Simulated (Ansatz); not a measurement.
System: antifluorite Mg2Sn. Method: PBE-D3(BJ) in Ansatz (PAW).

Run with plane-wave cutoff 520 eV, 10×10×10 k mesh, Fermi–Dirac smearing 0.01 eV, scalar-relativistic PAW data made under PBE.

Equation-of-state points:

| V (Å³/atom) | E − E_lowest (meV/atom) | P (GPa) |
|---|---|---|
| 23.682 | 14.25 | 3.18 |
| 24.186 | 6.11 | 2.01 |
| 24.690 | 1.48 | 0.95 |
| 25.194 | 0.00 | 0.00 |
| 25.697 | 1.37 | -0.86 |
| 26.201 | 5.28 | -1.62 |
| 26.705 | 11.47 | -2.30 |

Task: What bulk modulus B0 and pressure derivative B′ does a third-order Birch–Murnaghan fit give?

Result: V0 = 25.194 Å³/atom, B0 = 45.0 GPa, B′ = 4.4 (fit to the energies at full precision).

Measured, for comparison: equilibrium volume per atom 25.82 Å³/atom (temperature not stated, not corrected to a static lattice; as tabulated in Freccero, Grin, Wagner, Dalton Trans. (2023), ESI). Computed (rounded) less measured: equilibrium volume per atom -2.4 %.

Note: the gap of the solid is closed in this run; this level leaves the solid without a gap, although one is measured.

Spin–orbit coupling is not included; it can open a gap where bands touch, and shift volumes and moduli.

Static lattice: no zero-point or thermal effects.

Ansatz is an electronic-structure program.
